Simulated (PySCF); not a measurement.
PySCF input (M06-2X/6-31G* (5d)):

```python
from pyscf import gto, dft

mol = gto.M(
    atom='''
    C     0.59753466    1.74308735    0.00415876
    C     0.59953286    0.40913995    0.00070042
    C    -0.59953286   -0.40913995   -0.00070042
    C    -0.59753466   -1.74308735   -0.00415876
    H     1.51677473    2.31296276    0.00508382
    H    -0.32918900    2.30525528    0.00617206
    H     1.54641423   -0.12382865   -0.00124931
    H    -1.54641423    0.12382865    0.00124931
    H     0.32918900   -2.30525528   -0.00617206
    H    -1.51677473   -2.31296276   -0.00508382
    ''',
    basis='6-31g*',
    charge=1,
    spin=1,
    verbose=4,
)

mf = dft.UKS(mol, xc='m062x')
mf.grids.level = 4
mf.conv_tol = 1e-9
mf.max_cycle = 100
mf.max_memory = 1500
mf.kernel()
if not mf.converged:
    mf = mf.newton()
    mf.kernel(mf.make_rdm1())
mo, _, stable, _ = mf.stability(return_status=True)
if not stable:
    mf.kernel(mf.make_rdm1(mo, mf.mo_occ))
    stable = mf.stability(return_status=True)[2]
mf.dip_moment()
```

Output:

```
PySCF version 2.14.0

[INPUT] verbose = 4
[INPUT] num. atoms = 10
[INPUT] num. electrons = 29
[INPUT] charge = 1
[INPUT] spin (= nelec alpha-beta = 2S) = 1
[INPUT] symmetry False subgroup None
[INPUT] Mole.unit = angstrom
[INPUT] Symbol           X                Y                Z      unit          X                Y                Z       unit  Magmom
[INPUT]  1 C      0.597534660000   1.743087350000   0.004158760000 AA    1.129176857335   3.293957702694   0.007858917418 Bohr   0.0
[INPUT]  2 C      0.599532860000   0.409139950000   0.000700420000 AA    1.132952908077   0.773162452118   0.001323601972 Bohr   0.0
[INPUT]  3 C     -0.599532860000  -0.409139950000  -0.000700420000 AA   -1.132952908077  -0.773162452118  -0.001323601972 Bohr   0.0
[INPUT]  4 C     -0.597534660000  -1.743087350000  -0.004158760000 AA   -1.129176857335  -3.293957702694  -0.007858917418 Bohr   0.0
[INPUT]  5 H      1.516774730000   2.312962760000   0.005083820000 AA    2.866288832361   4.370866152718   0.009607027467 Bohr   0.0
[INPUT]  6 H     -0.329189000000   2.305255280000   0.006172060000 AA   -0.622077053219   4.356301126408   0.011663503024 Bohr   0.0
[INPUT]  7 H      1.546414230000  -0.123828650000  -0.001249310000 AA    2.922299369830  -0.234002234875  -0.002360853745 Bohr   0.0
[INPUT]  8 H     -1.546414230000   0.123828650000   0.001249310000 AA   -2.922299369830   0.234002234875   0.002360853745 Bohr   0.0
[INPUT]  9 H      0.329189000000  -2.305255280000  -0.006172060000 AA    0.622077053219  -4.356301126408  -0.011663503024 Bohr   0.0
[INPUT] 10 H     -1.516774730000  -2.312962760000  -0.005083820000 AA   -2.866288832361  -4.370866152718  -0.009607027467 Bohr   0.0

nuclear repulsion = 104.023123814799
number of shells = 36
number of NR pGTOs = 132
number of NR cGTOs = 68
basis = 6-31g*
ecp = {}

******** <class 'pyscf.dft.uks.UKS'> ********
method = UKS
initial guess = minao
damping factor = 0
level_shift factor = 0
DIIS = <class 'pyscf.scf.diis.CDIIS'>
diis_start_cycle = 1
diis_space = 8
diis_damp = 0
SCF conv_tol = 1e-09
SCF conv_tol_grad = None
SCF max_cycles = 100
direct_scf = True
direct_scf_tol = 1e-13
number electrons alpha = 15  beta = 14
XC library pyscf.dft.libxc version 7.1.2
    S. Lehtola, C. Steigemann, M. J. T. Oliveira, and M. A. L. Marques,  SoftwareX 7, 1–5 (2018)
XC functionals = m062x
    Y. Zhao and D. G. Truhlar,  Theor. Chem. Acc. 120, 215 (2008)
    Y. Zhao and D. G. Truhlar,  Theor. Chem. Acc. 120, 215 (2008)
radial grids:
    Treutler-Ahlrichs [JCP 102, 346 (1995); DOI:10.1063/1.469408] (M4) radial grids

becke partition: Becke, JCP 88, 2547 (1988); DOI:10.1063/1.454033
pruning grids: <function nwchem_prune>
grids dens level: 4
symmetrized grids: False
atomic radii adjust function: <function treutler_atomic_radii_adjust>
small_rho_cutoff = 0
Set gradient conv threshold to 3.16228e-05
tot grids = 208680
init E= -156.393977844789
  alpha nocc = 15  HOMO = -0.271059341566696  LUMO = -0.0796967345344051
  beta  nocc = 14  HOMO = -0.375408942761902  LUMO = -0.271059341566695

WARN: HOMO -0.271059341566696 >= LUMO -0.271059341566695

cycle= 1 E= -155.555939991122  delta_E= 0.838  |g|= 0.142  |ddm|= 1.93
  alpha nocc = 15  HOMO = -0.574782820129119  LUMO = -0.219337019610474
  beta  nocc = 14  HOMO = -0.622506464339399  LUMO = -0.400584958971582
  HOMO = -0.574782820129  LUMO = -0.400584958972  gap/eV = 4.74017
cycle= 2 E= -155.573551875292  delta_E= -0.0176  |g|= 0.0601  |ddm|= 0.382
  alpha nocc = 15  HOMO = -0.546698961211305  LUMO = -0.186509365491163
  beta  nocc = 14  HOMO = -0.589963773380458  LUMO = -0.364142324880501
  HOMO = -0.546698961211  LUMO = -0.364142324881  gap/eV = 4.96762
cycle= 3 E= -155.575887011459  delta_E= -0.00234  |g|= 0.0221  |ddm|= 0.0753
  alpha nocc = 15  HOMO = -0.552672220783968  LUMO = -0.187369559335822
  beta  nocc = 14  HOMO = -0.597212131979205  LUMO = -0.364811006489962
  HOMO = -0.552672220784  LUMO = -0.36481100649  gap/eV = 5.11196
cycle= 4 E= -155.576423548693  delta_E= -0.000537  |g|= 0.00856  |ddm|= 0.0347
  alpha nocc = 15  HOMO = -0.553683739975852  LUMO = -0.186961733236168
  beta  nocc = 14  HOMO = -0.596624236591962  LUMO = -0.363195739219029
  HOMO = -0.553683739976  LUMO = -0.363195739219  gap/eV = 5.18344
cycle= 5 E= -155.576529723409  delta_E= -0.000106  |g|= 0.00539  |ddm|= 0.0135
  alpha nocc = 15  HOMO = -0.554241937158813  LUMO = -0.185878924169381
  beta  nocc = 14  HOMO = -0.597877567738279  LUMO = -0.361671382343943
  HOMO = -0.554241937159  LUMO = -0.361671382344  gap/eV = 5.24011
cycle= 6 E= -155.576581293172  delta_E= -5.16e-05  |g|= 0.00117  |ddm|= 0.0108
  alpha nocc = 15  HOMO = -0.554574286286045  LUMO = -0.185690617013474
  beta  nocc = 14  HOMO = -0.598244619796587  LUMO = -0.361331716346186
  HOMO = -0.554574286286  LUMO = -0.361331716346  gap/eV = 5.25840
cycle= 7 E= -155.576585496775  delta_E= -4.2e-06  |g|= 0.000284  |ddm|= 0.00414
  alpha nocc = 15  HOMO = -0.554566178208402  LUMO = -0.185672410487278
  beta  nocc = 14  HOMO = -0.598290515604582  LUMO = -0.361307924168955
  HOMO = -0.554566178208  LUMO = -0.361307924169  gap/eV = 5.25882
cycle= 8 E= -155.576585590275  delta_E= -9.35e-08  |g|= 5.44e-05  |ddm|= 0.000672
  alpha nocc = 15  HOMO = -0.554564971749973  LUMO = -0.185669766855417
  beta  nocc = 14  HOMO = -0.598301800870146  LUMO = -0.361316440839215
  HOMO = -0.55456497175  LUMO = -0.361316440839  gap/eV = 5.25856
cycle= 9 E= -155.576585593779  delta_E= -3.5e-09  |g|= 1.21e-05  |ddm|= 0.000122
  alpha nocc = 15  HOMO = -0.554563621466595  LUMO = -0.185669928075471
  beta  nocc = 14  HOMO = -0.59830039050187  LUMO = -0.361316857396408
  HOMO = -0.554563621467  LUMO = -0.361316857396  gap/eV = 5.25851
cycle= 10 E= -155.576585593953  delta_E= -1.74e-10  |g|= 3.47e-06  |ddm|= 2.39e-05
  alpha nocc = 15  HOMO = -0.554564054188373  LUMO = -0.185670490624865
  beta  nocc = 14  HOMO = -0.598300139787844  LUMO = -0.361317185664414
  HOMO = -0.554564054188  LUMO = -0.361317185664  gap/eV = 5.25852
Extra cycle  E= -155.576585593964  delta_E= -1.08e-11  |g|= 1.7e-06  |ddm|= 7.35e-06
converged SCF energy = -155.576585593964  <S^2> = 0.78745716  2S+1 = 2.0371128
uhf_internal: lowest eigs of H = [0.18228667 0.25166537 0.35857874]
<class 'pyscf.dft.uks.UKS'> wavefunction is stable in the internal stability analysis

WARN: System has nonzero charge 1; the dipole moment is origin-dependent.
Location of origin: [0. 0. 0.]

Dipole moment(X, Y, Z, Debye):  0.00000,  0.00000,  0.00000
```

The dipole moment of an ion depends on the origin.
